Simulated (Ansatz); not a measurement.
**CH2S: single points off equilibrium**

One table from this session's results is given with a row withheld; the runs are named, their logs left out.

Method: single points in def2-TZVPP; program: Ansatz 0.2.0, Gaussian basis.

Correlated methods freeze the cores.

**The system as given**

SMILES `C=S`, 4 atoms, charge 0, spin multiplicity 1.

Atoms are counted from 1 here; the program's logs count them from 0.

Bond lengths: C1–S2 1.692 Å, C1–H3 1.071 Å, C1–H4 1.050 Å. Angles: S2–C1–H3 115.5°, S2–C1–H4 116.1°, H3–C1–H4 127.8°.

Geometry (Å):

```xyz
4
CH2S
C    -0.2226    0.0347   -0.0326
S     1.3435    0.5564    0.3405
H    -0.9108    0.0203    0.7878
H    -0.4331   -0.1052   -1.0521
```

The first run:

Contents of run/in.yaml:

```yaml
crystal:
  periodic: [false, false, false]
  atoms:
    - {symbol: C, position_ang: [-0.222600, 0.034700, -0.032600]}
    - {symbol: S, position_ang: [1.343500, 0.556400, 0.340500]}
    - {symbol: H, position_ang: [-0.910800, 0.020300, 0.787800]}
    - {symbol: H, position_ang: [-0.433100, -0.105200, -1.052100]}
basis:
  gaussian: {orbitals: def2-TZVPP}
correlation: {method: ccsd_t}
output: {forces: true}
```

No record of the launch command was kept for these runs.

Steps of the session up to this table: CCSD(T)/def2-TZVPP; PBE0-D4/def2-TZVPP; wB97M-V/def2-TZVPP; r2SCAN-D4/def2-TZVPP; PBE-D4/def2-TZVPP; r2SCANh-D4/def2-TZVPP; HSE06-D4/def2-TZVPP.

One table of the session follows, with a row left open; its other results are not shown here.

```
    method  RMS force component (eV/Å)  angle to CCSD(T) forces (°)  dipole (D)
   CCSD(T)                       1.391                    reference        1.75
   PBE0-D4                       1.688                          4.9        1.91
   wB97M-V                       1.718                          6.4        1.86
 r2SCAN-D4                       1.573                          3.0        1.94
    PBE-D4                           ?                            ?           ?
r2SCANh-D4                       1.635                          4.6        1.97
  HSE06-D4                       1.680                          4.7        1.91
```

**Question.** Estimate the row for PBE-D4.

**Answer.** RMS force component (eV/Å): 1.494; angle to CCSD(T) forces (°): 4.4; dipole (D): 1.79. In the column «RMS force component (eV/Å)» it lies between CCSD(T) (1.391) and r2SCAN-D4 (1.573).
